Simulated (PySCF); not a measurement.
CH3O2S (charge -1).
SMILES: `C[S@](=O)[O-]`

The closed-shell ground state was solved at several levels (PySCF, density fitting, gas phase, non-relativistic). Isolated species at its GFN2-xTB geometry, gas phase. Where the HOMO energy is positive, the finite basis confines the outermost electrons. No diffuse functions stand in pcSseg-1, which bears on an anion's orbital energies.

| level | basis functions | total energy (Eh) | HOMO (eV) | LUMO (eV) | gap (eV) |
| --- | --- | --- | --- | --- | --- |
| CAM-B3LYP/def2-SVPD | 117 | -588.2411 | -1.92 | 5.23 | 7.15 |
| PBE0/def2-SVPD | 117 | -587.9570 | -0.55 | 4.68 | 5.23 |

What might PBE0/pcSseg-1 (90 basis functions) give for the same quantities?

Total energy -588.1556 Eh, HOMO 0.01 eV, LUMO 6.33 eV, gap 6.32 eV.

Over all these levels, which gives the widest orbital gap and which the narrowest?

CAM-B3LYP/def2-SVPD (range-separated hybrid) has the widest, 7.15 eV, and PBE0/def2-SVPD (global hybrid, 25 % exact exchange) the narrowest, 5.23 eV. The two share the basis. From the narrowest to the widest the HOMO moves by -1.37 eV and the LUMO by +0.55 eV.
